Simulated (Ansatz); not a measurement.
C4H7N can be A, `CC1(C)C=N1`, or B, `CCC1=NC1`.

Computed with Ansatz on PBE0-D4/def2-TZVP structures; ΔE is electronic, products minus reactants. CCSD(T)/CBS adds triple-zeta CCSD(T) − MP2 to the extrapolated MP2 energy (def2 sets, frozen cores). DFT in def2-TZVPP. B3LYP here is the variant with VWN-RPA as its local correlation; programs differ in this. Each species was taken in one conformer, which may not be the lowest.

A:

```xyz
12

C    -0.974    0.448    0.887
C     0.213   -0.053    0.112
C     0.140    0.144   -1.377
C     1.125   -1.014    0.690
N     1.584    0.146    0.760
H    -1.886   -0.078    0.588
H    -0.834    0.310    1.959
H    -1.132    1.515    0.697
H    -0.710   -0.399   -1.801
H     1.049   -0.203   -1.868
H     0.005    1.204   -1.616
H     1.418   -2.020    0.969
```

B:

Z-matrix (Å, degrees):
```
C
C 1 1.524
H 1 1.091 2 110.4
H 1 1.092 2 111.0 3 -119.9
H 1 1.092 2 111.0 3 119.9
C 2 1.471 1 111.9 3 177.8
H 2 1.093 1 111.4 3 -60.3
H 2 1.096 1 109.6 3 58.4
C 6 1.446 2 149.7 1 -54.4
N 6 1.247 2 141.7 1 123.9
H 9 1.087 6 120.8 2 78.9
H 9 1.087 6 120.8 2 -81.0
```

Task: Which isomer does CCSD(T)/CBS put lower? Give the gap. (An estimate is asked.)

Result: Computed: B, by 1.2 kcal/mol.

Task: Give E(B) − E(A) in kcal/mol with HF/def2-TZVPP, CCSD/def2-TZVPP, B3LYP, r2SCAN-D4, B3LYP-D4, PBE-D4, MP2/def2-TZVPP. (An estimate is asked.)

Result: Computed: HF/def2-TZVPP -3.9, CCSD/def2-TZVPP -1.9, B3LYP -3.1, r2SCAN-D4 -1.9, B3LYP-D4 -2.4, PBE-D4 -2.2, MP2/def2-TZVPP -1.3. None reverses the order clearly.

Largest T1 diagnostic: 0.011.

In def2-TZVPP, CCSD(T) changes the Hartree–Fock value by +2.4 kcal/mol (the triples alone add +0.4 kcal/mol) and MP2 by +2.7 kcal/mol.
